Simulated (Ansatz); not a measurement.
Other spins and charges of H3Si–B, singlet at one geometry

Geometry (PBE0/def2-TZVP stationary point for this spin, not checked as a minimum):

```xyz
5

Si   -0.5122   -0.0044    0.0004
B     1.6163    0.0140   -0.0014
H    -1.0336    1.3929    0.0029
H    -1.0144   -0.7115    1.2138
H    -1.0165   -0.7079   -1.2142
```

Basis cc-pVDZ; Ansatz 0.2.0. Only valence electrons are correlated (noble-gas cores frozen). R marks a restricted (for open shells ROHF) determinant, U an unrestricted one. Active spaces: valence = (10e, 11o) chosen from the atoms' valence shells.

Gaps are energies of the second state less the first, at fixed atoms, for a selection of the levels run; each method lands on the state that its own search finds for that charge and spin.

Unrestricted rows (U, and Kohn–Sham where it breaks symmetry) aren't spin-pure: their determinants' ⟨S²⟩ exceeds S(S+1) by up to 0.64, so they mix in states of higher spin. A value is left out where its run failed or describes another state than the reference as far as symmetry and spin tell, or, spin-broken singlets apart, can't be checked.

Removing an electron, to the doublet: 8.294 eV at UCCSDT(Q).

```csv
level,gap (eV),error (meV),⟨S²⟩ where 0.1 over S(S+1) (first / second)
RHF,7.325,-969,– / –
UHF,7.567,-727,0.64 / –
RMP2,8.065,-229,– / –
UMP2,7.980,-314,0.64 / –
CISD,8.089,-205,– / –
RCCSD,8.270,-24,– / –
UCCSD,8.254,-40,0.64 / –
RCCSD(T),8.294,0,– / –
UCCSD(T),8.286,-8,0.64 / –
BCCD(T),8.294,0,– / –
RCCSDT,8.293,-1,– / –
UCCSDT,8.290,-4,0.64 / –
RCCSDT(Q),8.295,1,– / –
CASSCF (valence space),7.677,-617,– / –
NEVPT2 (valence space),8.059,-235,– / –
MRCISD (valence space),8.210,-84,– / –
MRCISD+Q (valence space),8.269,-25,– / –
MRCISD+Q(relaxed) (valence space),8.294,0,– / –
PBE,8.305,11,0.36 / –
r2SCAN,8.310,16,0.55 / –
PBE0,8.363,69,0.42 / –
B3LYP,8.408,114,0.29 / –
wB97M-V,8.420,126,– / –
B2PLYP,8.234,-60,0.45 / –
RPA-PBE,8.431,137,0.36 / –
```

In so small a basis the reference is far from its limit while semilocal and hybrid functionals are nearer theirs (RPA and double hybrids share much of the reference's basis error), so the functionals' errors here hold much of the reference's basis and frozen-core error, which can add to them or hide them.

Full CI isn't at hand for all of this; UCCSDT(Q) serves as the reference, and is uncertain by about the last step of the cluster series. The frozen core follows each run's orbitals, which can shift R against U totals by a few meV.
